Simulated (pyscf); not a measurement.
`[OH][GeH3]` + `[H]` [doublet] -> `[OH][GeH2]` [doublet] + `[H][H]`, a hydrogen abstraction (doublet surface; Ge–H broken, H–H formed). Structures and frequencies: ωB97X-D3(BJ)/def2-SVP in PySCF. Energies in kcal/mol from the separated reactants.

AM1 to PM7: differences of heats of formation from MOPAC, which are fitted to 298 K values and so differ in kind from electronic energies by zero-point and thermal terms. Open shells are spin-unrestricted. 

**Question.** In single points PM6 puts the saddle at -9.2 kcal/mol and the reaction energy at -58.0 kcal/mol. Should these be trusted to within a few kcal/mol? Compare with ωB97M-D3(BJ)/def2-TZVP.

**Answer.** ωB97M-D3(BJ)/def2-TZVP gives ΔE‡ = 3.0 kcal/mol and ΔE = -21.0 kcal/mol. PM6 lies 12.2 kcal/mol under it in the barrier and 37.1 kcal/mol under it in the reaction energy, so on this step it does not hold to within 3.0 kcal/mol. At PM6 this geometry lies under one side, so its ΔE‡ may be no barrier of that level. ωB97M-D3(BJ)/def2-TZVP has limits of its own. One saddle was located; it need not be the lowest between these sides. The angle at the transferred H is 179°. In the def2 sets elements up to Kr have no core potential.
